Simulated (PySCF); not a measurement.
Basis set benchmark on one molecule

Molecule: `C=CC(=O)OC`, C4H6O2.

Molfile (atoms numbered from 1):
```
C4H6O2
     RDKit          3D

 12 11  0  0  0  0  0  0  0  0999 V2000
    2.4774   -0.3353    0.1065 C   0  0  0  0  0  0  0  0  0  0  0  0
    1.2183   -0.7716    0.0476 C   0  0  0  0  0  0  0  0  0  0  0  0
    0.0884    0.1878    0.0689 C   0  0  0  0  0  0  0  0  0  0  0  0
    0.1858    1.3858    0.1573 O   0  0  0  0  0  0  0  0  0  0  0  0
   -1.0850   -0.4514   -0.0266 O   0  0  0  0  0  0  0  0  0  0  0  0
   -2.2364    0.3714   -0.0162 C   0  0  0  0  0  0  0  0  0  0  0  0
    2.6750    0.7387    0.1743 H   0  0  0  0  0  0  0  0  0  0  0  0
    3.3262   -1.0227    0.0906 H   0  0  0  0  0  0  0  0  0  0  0  0
    0.9656   -1.8327   -0.0192 H   0  0  0  0  0  0  0  0  0  0  0  0
   -2.3346    0.8953    0.9469 H   0  0  0  0  0  0  0  0  0  0  0  0
   -2.1866    1.1278   -0.8133 H   0  0  0  0  0  0  0  0  0  0  0  0
   -3.0942   -0.2929   -0.1728 H   0  0  0  0  0  0  0  0  0  0  0  0
  1  2  2  0
  2  3  1  0
  3  4  2  0
  3  5  1  0
  5  6  1  0
  1  7  1  0
  1  8  1  0
  2  9  1  0
  6 10  1  0
  6 11  1  0
  6 12  1  0
M  END
```

Geometry PBE0-D3(BJ)/def2-SVP throughout; GIAO in PySCF 2.14.0 with density-fitted response routines, gas phase, one conformer, non-relativistic; equivalent atoms averaged; functional PBE0.

Reference values (measured; solution, not stated per compound (mostly CDCl3 or CCl4); Pretsch, Buehlmann, Badertscher, Structure Determination of Organic Compounds, 4th ed. (2009)): δ(H9) = 6.12 ppm, δ(H8) = 5.83 ppm, δ(H7) = 6.41 ppm. Computed shifts are taken against TMS, calculated as an isolated molecule at each level.

Task: How do the basis sets STO-3G, 6-31G, pcSseg-0, 6-31G*, def2-SVP, cc-pVDZ, pcSseg-1, aug-cc-pVDZ, 6-311+G(2d,p), def2-TZVP, cc-pVTZ, IGLO-III, pcSseg-2 perform against the reference? Times are CPU seconds on shared hosts with different chips, so compare them loosely.

Result: 
| basis set | functions | H9 | H8 | H7 | mean abs. error H | core-s |
| --- | --- | --- | --- | --- | --- | --- |
| STO-3G | 36 | 6.29 | 5.75 | 6.42 | 0.09 | 4.6 |
| 6-31G | 66 | 6.52 | 6.23 | 7.28 | 0.56 | 8.4 |
| pcSseg-0 | 66 | 6.38 | 6.44 | 7.39 | 0.62 | 7.8 |
| 6-31G* | 96 | 6.02 | 5.87 | 6.78 | 0.17 | 12 |
| def2-SVP | 114 | 6.00 | 5.89 | 6.83 | 0.20 | 14 |
| cc-pVDZ | 114 | 6.01 | 5.91 | 6.83 | 0.20 | 17 |
| pcSseg-1 | 132 | 6.17 | 6.12 | 6.95 | 0.29 | 11 |
| aug-cc-pVDZ | 192 | 6.47 | 6.15 | 7.13 | 0.46 | 33 |
| 6-311+G(2d,p) | 198 | 6.39 | 6.04 | 7.02 | 0.36 | 31 |
| def2-TZVP | 222 | 6.39 | 6.04 | 7.02 | 0.36 | 38 |
| cc-pVTZ | 264 | 6.36 | 6.04 | 7.00 | 0.35 | 53 |
| IGLO-III | 270 | 6.39 | 6.06 | 7.02 | 0.37 | 50 |
| pcSseg-2 | 300 | 6.41 | 6.10 | 7.05 | 0.40 | 40 |

For 1H the closest is STO-3G (0.09 ppm) and the furthest pcSseg-0 (0.62 ppm). Where a smaller basis beats a larger one, errors probably cancel; the largest sets show where the functional converges. One molecule is a small sample, and vibrational and solvent effects are absent from the calculation.

A small basis that lands close on one nucleus may do so by chance; judge by the trend and by all nuclei.
